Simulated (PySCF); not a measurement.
Structure with atom numbers: `[CH3:1]/[CH:2]=[C:3](\[CH3:4])[F:5]`; H(Xn) means a hydrogen on atom n.

GIAO PBE0/pcSseg-1 shifts (PySCF 2.14.0 with density-fitted response routines, gas phase, non-relativistic, equivalent atoms averaged), each against references optimised in the same way as the molecule (TMS, CFCl3).

On the GFN2-xTB geometry: C3 166.7, C2 107.7, C4 15.3, C1 14.6, F5 -95.2, H(C2) 5.30, H(C4) 1.97, H(C1) 1.71 ppm.

What changes on the PBE0-D3(BJ)/def2-SVP geometry?

Results:


```json
{"atoms": "C3", "δ (ppm)": "164.8", "change": "-1.9"}
{"atoms": "C2", "δ (ppm)": "106.3", "change": "-1.4"}
{"atoms": "C4", "δ (ppm)": "14.4", "change": "-0.9"}
{"atoms": "C1", "δ (ppm)": "13.8", "change": "-0.8"}
{"atoms": "F5", "δ (ppm)": "-91.1", "change": "+4.1"}
{"atoms": "H(C2)", "δ (ppm)": "5.08", "change": "-0.22"}
{"atoms": "H(C4)", "δ (ppm)": "1.83", "change": "-0.14"}
{"atoms": "H(C1)", "δ (ppm)": "1.64", "change": "-0.07"}
```

Unscaled 19F shifts against computed CFCl3 carry errors that often reach 10 to 50 ppm.

Bonds between heavy atoms that differ most (equivalent bonds averaged): C3–F5 1.365 → 1.346 Å, C2–C3 1.322 → 1.334 Å, C3–C4 1.489 → 1.485 Å. Mean change of bonds to hydrogen: C–H +0.013 Å.
